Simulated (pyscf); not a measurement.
Structures and frequencies: ωB97X-D3(BJ)/def2-SVP in PySCF.

### Question
How much does it cost (ΔH, 298 K, ωB97M-D3(BJ)/def2-TZVP) to split O=GaH at its Ga–H bond into [O=Ga]• + H•?

### Answer
Ga–H to [O=Ga]• + H•: 69.5 kcal/mol. The 7 functionals that were run give +66.6 (M06-2X) to +71.4 kcal/mol (ωB97X-D3(BJ)). The radicals are drawn with the spin at the cut bond; how far it spreads was not checked. O=GaH lies 48.1 kcal/mol over its isomer HO–Ga [singlet], and others may lie lower still (electronic energy, ωB97M-D3(BJ)). The term symbol of open-shell O=Ga was not checked; spin-orbit terms are left out. Elements up to Kr have no core potential and no relativistic terms here.
